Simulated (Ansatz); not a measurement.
# CH5Si− (SMILES [CH2-][SiH3]): a rigid scan of the bond length Si2–H6

An exercise on one series of results from a longer session: the logs are not shown, and one member is left open.

Computed with Ansatz 0.2.0, Gaussian basis. Level: single points in def2-TZVPPD.

Levels: PBE-D4, r2SCAN-D4, PBE0-D4, B3LYP-D4, wB97M-V, Hartree-Fock, MP2, CCSD, CCSD(T). The scan takes 1.304, 1.349, 1.414, 1.490, 1.575, 1.666, 1.763, 1.865, 1.971 Å.

Cores are frozen in the correlated methods. B3LYP uses VWN-RPA correlation.

36 further runs of the same task are left out: 36 set aside as unsound or not needed.

### The system as given

The minimum, relaxed at PBE0-D4: SMILES `[CH2-][SiH3]`, 7 atoms, charge -1, spin multiplicity 1.

Atoms are counted from 1 here; the program's logs count them from 0.

Bond lengths: C1–Si2 1.776 Å, C1–H3 1.093 Å, C1–H4 1.093 Å, Si2–H5 1.549 Å, Si2–H6 1.516 Å, Si2–H7 1.516 Å. Angles: Si2–C1–H3 117.9°, Si2–C1–H4 117.9°, H3–C1–H4 112.4°, C1–Si2–H5 125.7°, C1–Si2–H6 112.9°, C1–Si2–H7 112.9°, H5–Si2–H6 98.8°, H5–Si2–H7 98.8°, H6–Si2–H7 105.0°.

As a file:

```xyz
7

C    -0.11675   -1.10445    0.36467
Si    0.10295    0.59779   -0.09284
H    -1.13702   -1.46613    0.51509
H     0.52191   -1.84982   -0.11588
H    -0.27252    1.22197   -1.45957
H    -0.64845    1.55455    0.81233
H     1.54988    1.04609   -0.02381
```

Energies of the minimum (eV), from earlier single points: PBE-D4 -8990.16140, r2SCAN-D4 -8994.39186, PBE0-D4 -8991.12826, B3LYP-D4 -8996.96615, wB97M-V -8994.30503, CCSD(T) -8981.20085.

At the minimum the bond length Si2–H6 is 1.516 Å.

The first run:

File ccsdt-tzvppd/in.yaml:

```yaml
crystal:
  periodic: [false, false, false]
  atoms:
    - {symbol: C, position_ang: [-0.116746, -1.104448, 0.364673]}
    - {symbol: Si, position_ang: [0.102953, 0.597789, -0.092840]}
    - {symbol: H, position_ang: [-1.137022, -1.466129, 0.515091]}
    - {symbol: H, position_ang: [0.521914, -1.849822, -0.115882]}
    - {symbol: H, position_ang: [-0.272515, 1.221967, -1.459565]}
    - {symbol: H, position_ang: [-0.543221, 1.420564, 0.685566]}
    - {symbol: H, position_ang: [1.549876, 1.046091, -0.023806]}
basis:
  gaussian: {orbitals: "def2-TZVPPD.json"}
total_charge: -1
correlation: {method: ccsd_t}
```

The basis file named in the input lies beside it (Basis Set Exchange, JSON).

The command line of these runs was not kept.

Among the steps run: Si2–H6 = 1.304 Å; Si2–H6 = 1.349 Å; Si2–H6 = 1.414 Å; Si2–H6 = 1.490 Å; Si2–H6 = 1.575 Å; Si2–H6 = 1.666 Å; Si2–H6 = 1.763 Å; Si2–H6 = 1.865 Å; Si2–H6 = 1.971 Å.

One of the session's tables, all rows but one given; the rest of the session is left out.

It belongs to the step «The curves». Energies less that of the minimum at the same level (eV):

```
bond length (Å)  PBE-D4  PBE0-D4  B3LYP-D4  wB97M-V  Hartree-Fock
          1.304   0.497    0.471     0.448    0.440         0.453
          1.349   0.292    0.271     0.254    0.247         0.254
          1.414   0.105    0.091     0.082    0.077         0.078
          1.490   0.009    0.005     0.003    0.002         0.001
1.516 (minimum)   0.000    0.000     0.000    0.000         0.000
          1.575   0.015    0.024     0.027    0.031         0.034
          1.666   0.108    0.134     0.138    0.152         0.162
          1.763       ?        ?         ?        ?             ?
          1.865   0.463    0.532     0.514    0.589         0.629
          1.971   0.702    0.796     0.767    0.863         0.924
```

Q: Estimate the row for bond length (Å) = 1.763 from the others.

Worked estimate for «PBE-D4». A straight line through the neighbours (1.666, 0.108) and (1.865, 0.463) gives 0.108 + (0.463 − 0.108) × (1.763 − 1.666) / (1.865 − 1.666) = 0.281; a parabola fitted to 4 rows on both sides gives 0.261.

**Answer.** PBE-D4: 0.265; PBE0-D4: 0.311; B3LYP-D4: 0.309; wB97M-V: 0.345; Hartree-Fock: 0.368. In «PBE-D4» the line misses by +0.016 and the parabola by -0.004.

Caveats from the session: A polynomial through the near points puts the CCSD(T) minimum 0.006 Å below the PBE0-D4 value.
